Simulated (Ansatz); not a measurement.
The input, for Ansatz 0.2.0:

```yaml
crystal:
  periodic: [false, false, false]
  atoms:
    - {symbol: Al, position_ang: [0.000000, 0.000000, 0.000000]}
    - {symbol: Al, position_ang: [0.000000, 0.000000, 2.478843]}
basis:
  gaussian: {orbitals: def2-SVP}
magnetization: {spin_polarized: true, initial_magnetization: 4}
correlation: {method: ccsd, electrons: valence}
accuracy: high
scf: {omitted_lower_state_checks: [cluster_reference]}
```

```sh
$ ansatz run in.yaml --threads 1 --pin off --events-out ev --progress --plain --max-ram 2393MiB
```

(1) Roughly how long does this take on 1 thread of AMD EPYC 9R14, shared host, and how much host memory?

```
these checks for a lower state are left out or cut short: cluster_reference
579 factors; integrals over basis functions are off by at most 3.6e-9 eV
mean field evaluation 1: about -13158.2073 eV, gradient 4.3e0 eV
mean field evaluation 2: about -13158.2114 eV, gradient 4.3e0 eV
mean field evaluation 4: about -13158.6547 eV, gradient 6.4e-1 eV
mean field evaluation 8: about -13158.6731 eV, gradient 3.0e-3 eV
mean field evaluation 16: about -13158.6686 eV, gradient 1.1e-1 eV
mean field evaluation 32: about -13158.6728 eV, gradient 4.9e-2 eV
mean field -13158.67305446 eV, -483.5723154826 hartree, gradient 2.7e-8 eV, S^2 6.001476; 4 other end points of the search recorded, 0 dependent functions left out
10 core orbitals not correlated: weight in the atoms' cores, before any rotation towards them, 1.000 or more for the frozen orbitals, at most 0.000 for the correlated occupied ones
reference -13158.67305446 eV, -483.5723154826 hartree; 5, 1 occupied and 21, 25 virtual orbitals, 579 factors
second order -1.73448000 eV of doubles, -0.00000000 eV of singles
cycle   1  -2.04772632 eV  change   -3.1e-1 eV  update   7.1e-2
cycle   2  -2.20846113 eV  change   -1.6e-1 eV  update   3.3e-2
cycle   3  -2.22635942 eV  change   -1.8e-2 eV  update   1.2e-2
cycle   4  -2.23075636 eV  change   -4.4e-3 eV  update   4.1e-3
cycle   5  -2.23130362 eV  change   -5.5e-4 eV  update   1.4e-3
cycle   6  -2.23124568 eV  change    5.8e-5 eV  update   3.5e-4
cycle   7  -2.23143275 eV  change   -1.9e-4 eV  update   8.6e-5
cycle   8  -2.23138688 eV  change    4.6e-5 eV  update   2.5e-5
cycle   9  -2.23139625 eV  change   -9.4e-6 eV  update   8.3e-6
cycle  10  -2.23139676 eV  change   -5.2e-7 eV  update   2.8e-6
cycle  11  -2.23139722 eV  change   -4.5e-7 eV  update   9.4e-7
cycle  12  -2.23139666 eV  change    5.5e-7 eV  update   2.5e-7
cycle  13  -2.23139678 eV  change   -1.2e-7 eV  update   8.3e-8
cycle  14  -2.23139677 eV  change    4.7e-9 eV  update   3.3e-8
cycle  15  -2.23139678 eV  change   -6.8e-9 eV  update   2.1e-8
cycle  16  -2.23139666 eV  change    1.2e-7 eV  update   1.0e-7
cycle  17  -2.23139668 eV  change   -1.4e-8 eV  update   3.4e-8
cycle  18  -2.23139667 eV  change    4.2e-9 eV  update   1.0e-8
cycle  19  -2.23139667 eV  change    1.4e-9 eV  update   2.6e-9
cycle  20  -2.23139667 eV  change   1.9e-10 eV  update  8.8e-10
cycle  21  -2.23139667 eV  change  -8.6e-11 eV  update  3.5e-10
Total energy: -13160.90445114 eV, -483.6543177978 hartree
Checks for a lower state left out: cluster_reference
```

Answers

(1) 0.45 s wall and 0.11 GiB.
